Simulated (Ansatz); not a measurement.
LiCl2⁻. The state is a singlet with charge -1. Geometry r2SCAN-D4/def2-TZVPD, that of the charge -1 singlet.

```xyz
3

Li    0.000    0.000    0.000
Cl    2.055   -0.672    0.029
Cl   -2.055    0.672   -0.029
```

The structure comes from a short search, and lower isomers may exist.

**Question.** Estimate the orbital energies around the gap (eV) in Ansatz with PBE-D4/def2-TZVPD, r2SCAN-D4/def2-TZVPD, PBE0-D4/def2-TZVPD.

**Answer.** 
| orbital | PBE-D4/def2-TZVPD | r2SCAN-D4/def2-TZVPD | PBE0-D4/def2-TZVPD |
| --- | --- | --- | --- |
| HOMO−5 | -2.48 | -2.77 | -3.83 |
| HOMO−4 | -2.41 | -2.70 | -3.76 |
| HOMO−3 | -2.01 | -2.30 | -3.33 |
| HOMO−2 | -2.01 | -2.30 | -3.33 |
| HOMO−1 | -1.89 | -2.19 | -3.21 |
| HOMO | -1.89 | -2.19 | -3.21 |
| LUMO | 2.94 | 3.49 | 3.39 |
| LUMO+1 | 3.31 | 3.67 | 3.58 |
| LUMO+2 | 3.32 | 3.67 | 3.58 |
| LUMO+3 | 3.32 | 3.87 | 3.68 |
| LUMO+4 | 4.50 | 5.09 | 4.93 |
| LUMO+5 | 5.00 | 5.63 | 5.43 |
| β HOMO | -1.89 | -2.19 | -3.21 |
| β LUMO | 2.94 | 3.49 | 3.39 |
